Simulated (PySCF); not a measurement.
## Two-dimensional NMR puzzle

Compound of formula C$_{4}$H$_{2}$F$_{2}$. Correlations simulated from computed shifts and couplings:

HSQC (one-bond C–H):
```tsv
δH	δC	1J(C,H) (Hz)
7.82	166.3	212
3.81	104.3	281
```

HMBC (two and three bonds, |J| ≥ 2.5 Hz):
```tsv
δH	δC [abs. J in Hz]
7.82	153.3 [7.6], 73.9 [8.9]
3.81	153.3 [5.8], 73.9 [53.7]
```

Carbons without hydrogens: δ 153.3, 73.9.

One conformer, non-relativistic, no solvent. Geometry from PBE0-D3(BJ)/def2-SVP; J couplings at B3LYP/pcJ-1; CAM-B3LYP/pcSseg-2 with gauge-including orbitals; PySCF 2.14.

Scale: TMS for 1H (31.34 ppm) and 13C (182.55 ppm) (reference shieldings calculated alike).

Exchangeable hydrogens are left out of these lists, and C,H couplings along chains are those of one rotamer, so weak HMBC peaks may be missing or extra.

Task: Which molecule is this?

Result: `InChI=1S/C4H2F2/c1-2-4(6)3-5/h1,3H/b4-3+`.

Atoms are numbered as in `[CH:1]#[C:2]/[C:3]([F:4])=[CH:5]\[F:6]`. Hydrogens are named by the atom that carries them.

1. δC 166.3 is C5, an alkene CH (δH 7.82).
2. δC 153.3 is C3, a fully substituted alkene carbon.
3. δC 104.3 is C1, a terminal alkyne carbon (δH 3.81).
4. δC 73.9 is C2, an alkyne carbon.
5. HMBC from δH 7.82 reaches the proton-free carbons C3, C2.
6. HMBC from δH 3.81 reaches the proton-free carbons C3, C2.

The data come from this structure; uniqueness wasn't tested.

Common functionals overestimate the size of one-bond C–F couplings by tens of Hz; these are unscaled. Shifts are as computed, not scaled to solution data. Of 1211 compounds with measured shifts, 218 miss one by over three times the rms of a fit or turn the order of signals round; such compounds aren't used in these exercises.
